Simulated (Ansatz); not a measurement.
# C16H10: geometry, orbitals and charge

What does C16H10 look like as a singlet, and where do its frontier electrons sit?

Method: RKS PBE0-D4/def2-TZVP; program: Ansatz 0.2.0, Gaussian basis.

Levels to be run: relaxation at PBE-D4/def2-SVP; a single point at PBE0-D4/def2-TZVP.

3 further runs of the same task are left out: 3 that didn't finish.

## Step 1: Where the work starts

SMILES `C1=Cc2cc3cc4cccc4ccc3c2=C1`, 26 atoms, charge 0, spin multiplicity 1.

Atoms are counted from 1 here; the program's logs count them from 0.

Bond lengths: C1–C2 1.361 Å, C1–C16 1.446 Å, C1–H17 1.075 Å, C2–C3 1.438 Å, C2–H18 1.073 Å, C3–C4 1.358 Å, C3–C15 1.454 Å, C4–C5 1.450 Å, C4–H19 1.077 Å, C5–C6 1.374 Å, C5–C14 1.447 Å, C6–C7 1.394 Å, C6–H20 1.085 Å, C7–C8 1.390 Å, C7–C11 1.472 Å, C8–C9 1.406 Å, C8–H21 1.075 Å, C9–C10 1.376 Å and more. Angles: C2–C1–C16 110.2°, C2–C1–H17 126.2°, C16–C1–H17 123.5°, C1–C2–C3 107.0°, C1–C2–H18 127.1°, C3–C2–H18 126.0°, C2–C3–C4 144.1°, C2–C3–C15 107.2°, C4–C3–C15 108.7°, C3–C4–C5 109.1°, C3–C4–H19 127.9°, C5–C4–H19 122.9°, C4–C5–C6 123.0°, C4–C5–C14 108.2°, C6–C5–C14 128.7°, C5–C6–C7 127.8°, C5–C6–H20 116.5°, C7–C6–H20 115.7° and more.

The start is a GFN2-xTB geometry.

## Step 2: Relaxation at PBE-D4/def2-SVP

Contents of in.yaml:

```yaml
crystal:
  periodic: [false, false, false]
  atoms:
    - {symbol: C, position_ang: [4.433730, -0.347500, 0.349320]}
    - {symbol: C, position_ang: [4.034680, 0.950330, 0.260870]}
    - {symbol: C, position_ang: [2.600240, 0.941970, 0.153210]}
    - {symbol: C, position_ang: [1.500720, 1.730940, 0.037740]}
    - {symbol: C, position_ang: [0.318380, 0.893880, -0.016300]}
    - {symbol: C, position_ang: [-0.953300, 1.401310, -0.135230]}
    - {symbol: C, position_ang: [-2.153300, 0.694010, -0.193280]}
    - {symbol: C, position_ang: [-3.416640, 1.260850, -0.312680]}
    - {symbol: C, position_ang: [-4.380830, 0.237830, -0.337450]}
    - {symbol: C, position_ang: [-3.748740, -0.979740, -0.235360]}
    - {symbol: C, position_ang: [-2.348660, -0.764230, -0.141970]}
    - {symbol: C, position_ang: [-1.406630, -1.757930, -0.029760]}
    - {symbol: C, position_ang: [-0.016280, -1.637980, 0.067370]}
    - {symbol: C, position_ang: [0.737230, -0.488350, 0.075030]}
    - {symbol: C, position_ang: [2.175950, -0.448170, 0.181470]}
    - {symbol: C, position_ang: [3.287420, -1.227940, 0.301990]}
    - {symbol: H, position_ang: [5.446990, -0.695780, 0.441940]}
    - {symbol: H, position_ang: [4.661310, 1.821900, 0.269430]}
    - {symbol: H, position_ang: [1.459090, 2.806160, -0.008830]}
    - {symbol: H, position_ang: [-1.040950, 2.481290, -0.191280]}
    - {symbol: H, position_ang: [-3.621700, 2.313930, -0.375850]}
    - {symbol: H, position_ang: [-5.441210, 0.394180, -0.423880]}
    - {symbol: H, position_ang: [-4.221940, -1.944510, -0.225800]}
    - {symbol: H, position_ang: [-1.792820, -2.771560, -0.013740]}
    - {symbol: H, position_ang: [0.539270, -2.564910, 0.147150]}
    - {symbol: H, position_ang: [3.347990, -2.299990, 0.355890]}
basis:
  gaussian: {orbitals: def2-SVP}
hamiltonian: {xc: pbe, dispersion: d4}
scf: {lower_state_search: "off"}
output: {orbitals: {seedname: orbitals}}
relax: {f_tol: 0.03, max_steps: 70}
```

On the command line:

```console
$ ansatz run in.yaml --threads 4 --pin off --events-out ev --progress --plain --max-ram 6963MiB
```

The runs that follow: Single point, PBE0-D4/def2-TZVP.

**Question.** What will the summary of the whole plan be? Wanted: point group; commonest bond, hydrogen aside; HOMO, LUMO at PBE0-D4/def2-TZVP; dipole at PBE-D4/def2-SVP.

As calculated:

| quantity | value |
| --- | --- |
| point group | Cs |
| commonest bond, hydrogen aside | C–C, 19 of mean length 1.425 Å |
| HOMO, LUMO at PBE0-D4/def2-TZVP | -5.56, -3.16 eV |
| dipole at PBE-D4/def2-SVP | 0.29 D |

**Reading.** The molecule keeps its bonding pattern by the stored test; the atoms moved 0.05 Å (rms). No usable vibrations, so a minimum isn't proven. The HOMO lies nearest to C5, C10 about 15 % each; C3, C7, C8 about 11 % each and the LUMO to C4, C16 about 14 % each; C2, C12, C14 about 9 % each. The point group is read from a loosely relaxed geometry; soft torsions can leave it below the true symmetry.
